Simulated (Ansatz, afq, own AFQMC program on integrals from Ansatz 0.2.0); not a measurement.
Two steps: Ansatz 0.2.0 writes the Fock matrix and Cholesky factors of the valence space, and afq projects on them the lowest state that overlaps trial and start.

```yaml
crystal:
  periodic: [false, false, false]
  atoms:
    - {symbol: Ge, position_ang: [-0.920174, 0.000000, 0.000000]}
    - {symbol: H, position_ang: [-1.431624, 1.446599, 0.000000]}
    - {symbol: H, position_ang: [-1.431623, -0.723300, 1.252792]}
    - {symbol: H, position_ang: [-1.431624, -0.723299, -1.252792]}
    - {symbol: H, position_ang: [0.880826, 0.000000, 0.000000]}
    - {symbol: N, position_ang: [3.236910, 0.000000, 0.000000]}
    - {symbol: C, position_ang: [2.076826, 0.000000, 0.000000]}
basis:
  gaussian: {orbitals: cc-pVDZ}
magnetization: {spin_polarized: true, initial_magnetization: 1}
correlation: {method: ccsd_t, electrons: outside_noble_gas, hamiltonian_folder: ham}
```

```sh
$ ansatz run in.yaml --threads 1 --pin off --events-out ev --progress --plain --max-ram 24576MiB --backend cuda --devices 0, --max-vram 18GiB
```

afq runs on the folder ham with

```
--method phaseless --trial cisd --walkers 4000 --populations 20 --least-time 60 --time-step 0.005 --steps-per-block 50 --equilibration-blocks 28 --max-blocks 4000 --target-error 0.00024 --factor-cut 1e-05 --start spin_pure --seed 9726 --release-times 0.24,0.51,0.99,1.5 --release-step 0.03 --release-every 4 --taylor-order 6
```

Times are imaginary, in 1/Eh. The walk had a cap of 162 s. With eight or more populations the least sampling time is a fifth of least-time, and the error comes from their spread. Filled inner d shells are frozen with the cores.

afq prints:

```
orbitals 59  electrons 9 8  factors 477 of 770
reference energy -2169.87357002 Eh
CCSD correlation -0.41919004 Eh in 12 cycles, weight of the determinant in the CISD state 0.8030
energy of the start -2170.277689 Eh
 block  time / (1/Eh)  mean weight  energy / Eh
     1     0.250  1.0002  -2170.275968
     2     0.500  1.0001  -2170.285517
     3     0.750  1.0001  -2170.293872
     4     1.000  0.9995  -2170.298920
     5     1.250  1.0002  -2170.301610
     9     2.250  0.9998  -2170.309945
    21     5.250  0.9997  -2170.311934
    37     9.250  1.0000  -2170.309360
    53    13.250  1.0001  -2170.309938
    61    15.250  1.0004  -2170.315605
    69    17.250  0.9999  -2170.310985
    77    19.250  0.9997  -2170.307324
    85    21.250  1.0001  -2170.308419
   101    25.250  0.9998  -2170.308364
   117    29.250  0.9999  -2170.310520
   133    33.250  1.0002  -2170.311424
   149    37.250  1.0001  -2170.311070
   165    41.250  1.0001  -2170.309800
error from the spread of 20 populations
released: time / (1/Eh)  energy / Eh  error  mean overlap
  0.24  -2170.310796  0.000154  0.9996
  0.51  -2170.310991  0.000164  0.9992
  0.99  -2170.310891  0.000148  1.0007
  1.50  -2170.311012  0.000280  0.9992
energy -2170.310291 +/- 0.000253 Eh
(rows thinned)
```

The run passed its tests (sampling time, drift between the halves within three errors, error under three times the target), which doesn't prove that it has relaxed, ending at its cap on processor time.

Against this walk (error 6.9 meV) on the same determinant: CCSD(T) 58.6 meV higher, CCSDT(Q) 19.3 meV lower. The error is statistical and leaves out the bias of the constraint. The determinant has ⟨S²⟩ = 0.88, so the low cluster orders mix in higher spin (the high orders can go on to a lower state of that spin), while the walk starts as a pure doublet. Released to 1.50 1/Eh the energy moves by -20 ± 10 meV (both errors), within twice the noise.

Cautions: constraint bias not in the error; error above the target (6.9 against 6.5 meV); no relativity below Rb; no spin-orbit coupling; inner d shell frozen; unrestricted determinant spin contaminated (⟨S²⟩ 0.88 against 0.75).

The walk took 2.7 min on 1 × NVIDIA H100 80GB HBM3 with 2 threads of AMD EPYC 7R13 Processor (Zen 3), on a shared host (the card was shared). The log's last line is the phaseless energy.

CCSDT and higher add their correlation energy to the determinant of the CCSD(T) run, since their own runs factorise the integrals more tightly (a shift of under 2 meV). A walk keeps the symmetry of its determinant, which the program's search chose and which needn't be the lowest solution, so a lower state of the same spin and another symmetry isn't excluded.
